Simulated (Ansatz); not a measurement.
Geometry optimisation, UKS PBE0-D4/def2-SVP (Ansatz 0.2.0).

input.yaml

```yaml
crystal:
  periodic: [false, false, false]
  atoms:
    - { symbol: C, position_ang: [0.229, -1.0456, 1.0883] }
    - { symbol: C, position_ang: [-0.8934, -1.4938, 1.1495] }
    - { symbol: O, position_ang: [0.4368, -0.2729, -0.8657] }
    - { symbol: C, position_ang: [0.256, 1.0557, -0.8856] }
    - { symbol: H, position_ang: [1.2187, -0.787, 1.3363] }
    - { symbol: H, position_ang: [-1.8842, -1.8125, 0.9978] }
    - { symbol: H, position_ang: [0.9441, 1.6138, -0.2249] }
    - { symbol: H, position_ang: [0.4757, 1.3856, -1.9179] }
    - { symbol: H, position_ang: [-0.7828, 1.3566, -0.6778] }
magnetization:
  spin_polarized: true
  initial_magnetization: 1
basis:
  gaussian: { orbitals: def2-SVP }
hamiltonian:
  xc: pbe0
  dispersion: d4
relax:
  f_tol: 0.15
  max_steps: 25
  restrain: [{ distance: [0, 2], at: 1.42, k: 30.0 }]
```

Command:

```bash
$ ansatz run input.yaml --threads 2 --pin off --max-ram 3072MiB --backend cpu --events-out ev --progress --plain --runs-dir out
```

Task: Where does it end, and by what steps?

Result: The run converged. The restraints hold the end off the free minimum. After 13 steps the energy has fallen by 1.608 eV (the restraints' own energy left out); H5 moved furthest, 0.79 Å. Joined: C1–O3 (2.11 → 1.39 Å).

```
step  energy less start (eV)  largest force component (eV/Å)  accepted
   0                  0.0000                           0.965       yes
   1                 -0.0855                           2.144       yes
   2                 -0.9911                           3.036       yes
   3                 -1.3832                           1.693       yes
   4                 -1.3891                           1.512        no
   5                 -1.4729                           0.851       yes
   6                 -1.5136                           0.901       yes
   7                 -1.5487                           1.031       yes
   8                 -1.5770                           0.999       yes
   9                 -1.6005                           0.976       yes
  10                 -1.5976                           1.021        no
  11                 -1.6056                           1.005       yes
  12                 -1.5993                           0.970        no
  13                 -1.6081                           0.988       yes
```

```xyz
9
Properties=species:S:1:pos:R:3
C -0.027 -0.700 0.715
C -0.776 -1.665 1.208
O -0.080 -0.290 -0.608
C 0.341 1.030 -0.827
H 0.718 -0.174 1.332
H -1.546 -2.367 0.896
H 1.339 1.224 -0.388
H 0.404 1.176 -1.914
H -0.372 1.766 -0.412
```

The run took 12 s on 2 threads of AMD EPYC 9R45 96-Core Processor (Zen 5), with other jobs on the host, peak memory 0.21 GiB.
